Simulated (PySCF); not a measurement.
# Dipole moment and polarisability of Al(CO)H3

Al(CO)H3, CH₃AlO.
Cartesian coordinates in Å at the PBE0-D3(BJ)/def2-SVP level; atoms count from 1:
```
atom  x, y, z in Å
Al1   -0.1366   -0.2294   -0.7890
C2     0.2143    0.3694    1.2513
O3     0.4014    0.6736    2.3169
H4     1.3930   -0.5756   -1.0985
H5    -0.7295    1.1770   -1.2629
H6    -1.1427   -1.4150   -0.4178
```

Level: wB97X-D/def2-SVPD (PySCF), static field, nuclei fixed, core orbitals frozen in the response. The polarisability tensor in these axes (au):

```
x   44.75  0.67  2.26
y    0.67 45.45  3.85
z    2.26  3.85 57.50
```

**Question.** Give the principal values, the mean and the anisotropy Δα = √{½[(α1 − α2)² + (α2 − α3)² + (α1 − α3)²]}.

**Answer.** Principal values 44.32, 44.36 and 59.01 au; mean 49.23 au = 7.30 Å³ = 8.12 × 10⁻⁴⁰ C²·m²/J; Δα = 14.67 au (30 % of the mean).

**Question.** What is the dipole moment, and where does it point?

**Answer.** (0.33, 0.58, 1.96) D, 2.07 D in size, pointing from the negative to the positive side. Measured along this direction, the outermost atoms are H5, H6 and H4 at the negative end and O3 at the positive end.

**Question.** Orientational against electronic polarisability at 298 K (dilute gas, rigid molecules)?

**Answer.** In Gaussian units μ²/3kT = 34.70 Å³ against 7.30 Å³, a ratio of 4.76; the Debye molar polarisation (4π/3)N_A(α + μ²/3kT) is 105.9 cm³/mol, leaving out the vibrational part.

**Question.** What would n − 1 = 2πNα be for an ideal gas of these molecules at 350 K and 1 atm, electronic part alone?

**Answer.** N = p/kT = 2.0968 × 10¹⁹ cm⁻³, so n − 1 = 2π × N × 7.30 × 10⁻²⁴ cm³ = 961 × 10⁻⁶ at long wavelengths, for an ideal gas.

**Question.** Find the Langevin capture rate constant for NO+ (29.998 u) meeting this molecule (58.000 u), k = 2.342 × 10⁻⁹ cm³/s × √(α in Å³ / reduced mass in u).

**Answer.** The reduced mass is 19.77 u, so k = 1.42 × 10⁻⁹ cm³/s. The formula leaves out the permanent dipole, which adds to the capture rate.

**Question.** Rayleigh depolarisation ratio (linearly polarised light, static tensor)?

**Answer.** ρ = 3Δα²/(45ᾱ² + 4Δα²) = 646.0/(109066 + 861.4) = 0.00588.

Geometry: PBE0-D3(BJ)/def2-SVP; no solvent, vibrations or thermal averaging.
